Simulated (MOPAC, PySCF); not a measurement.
Cl4Si, SMILES `Cl[Si](Cl)(Cl)Cl`, neutral singlet in the gas phase. 

Z-matrix (Å, degrees):
```
Si
Cl 1 2.0325
Cl 1 2.0325 2 109.47
Cl 1 2.0325 2 109.47 3 120.00
Cl 1 2.0325 2 109.47 4 120.00
```
Charge 0, spin multiplicity 1.

All levels are single points at this geometry (B3LYP-D3(BJ)/def2-TZVP); Pople sets use spherical d functions. Orbital energies aren't observables, and empty levels follow the basis.

SVWN5/6-31G* in PySCF gives HOMO (eV) = -8.31.

Q: Estimate the HOMO (eV) from each of these levels: B3LYP-D3(BJ)/def2-TZVP in PySCF; PBE-D3(BJ)/def2-TZVP in PySCF; B3LYP/6-311+G** in PySCF; PBE/6-31G* in PySCF; PM6 in MOPAC.

A: 
| level | HOMO (eV) |
|---|---|
| B3LYP-D3(BJ)/def2-TZVP in PySCF | -9.25 |
| PBE-D3(BJ)/def2-TZVP in PySCF | -8.11 |
| B3LYP/6-311+G** in PySCF | -9.41 |
| PBE/6-31G* in PySCF | -8.20 |
| PM6 in MOPAC | -11.59 |
